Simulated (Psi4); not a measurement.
Pair of molecules, SMILES C=C with SMILES C=C (the first has 6 atoms); geometry from S22 set.
(charge 0, multiplicity 1):
```csv
atom,x (Å),y (Å),z (Å)
C,-0.4719,-0.4719,-1.8591
C,0.4719,0.4719,-1.8591
H,-0.8724,-0.8724,-0.9361
H,0.8724,0.8724,-0.9361
H,-0.8705,-0.8705,-2.7833
H,0.8705,0.8705,-2.7833
C,-0.4719,0.4719,1.8591
C,0.4719,-0.4719,1.8591
H,-0.8724,0.8724,0.9361
H,0.8724,-0.8724,0.9361
H,-0.8705,0.8705,2.7833
H,0.8705,-0.8705,2.7833
```

Level of theory: SAPT0/jun-cc-pV(D+d)Z run with Psi4.

Task: Give the four SAPT terms and the total, and say what mostly holds the pair together.

Result: electrostatics -49.4, exchange 97.8, induction -8.4, dispersion -73.2, total -33.2 meV; the largest attraction is dispersion.
